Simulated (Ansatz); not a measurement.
Reaction (SMILES): C#C (C2H2) → [C-]#C + H+
B3LYP-D3(BJ)/def2-TZVP geometries, fixed; electronic energies without zero-point terms.

Basis-set convergence of the deprotonation energy at CCSD(T) with Ansatz (a quantum-chemistry and plane-wave program). Cartesian d functions, on some or all atoms, in 6-31G*; all else is spherical. Cores are frozen. No added dispersion term, no relativity. Functions are those of the species that has most. Reference: Hartree-Fock in aug-cc-pVQZ plus the correlation part extrapolated as X^-3 from aug-cc-pVTZ and aug-cc-pVQZ, 384.23 kcal/mol, itself unsure by roughly 0.10 kcal/mol (a third of the extrapolation step and of the last Hartree-Fock step). Deviations are taken from unrounded values.

```
basis        functions  deprotonation energy (kcal/mol)  minus reference (kcal/mol)
-----------  ---------  -------------------------------  --------------------------
def2-SV(P)          32                           393.78                        9.55
6-31G*              34                           403.89                       19.65
def2-SVP            38                           399.45                       15.21
def2-SVPD           56                           388.21                        3.98
def2-TZVPP          90                           387.78                        3.54
def2-TZVPD          92                           384.36                        0.12
aug-cc-pVTZ        138                           383.77                       -0.46
def2-QZVPPD        192                           385.00                        0.77
aug-cc-pVQZ        252                           384.12                       -0.11
```

The smallest set listed that lies within 2 kcal/mol of the reference with all its larger relatives (same family, alike in diffuse functions; a set with none counts only in the reference's own line) is def2-TZVPD (92 functions, 0.12 kcal/mol off). (Relatives not listed, tested too: def2-TZVPPD 1.34 kcal/mol.)
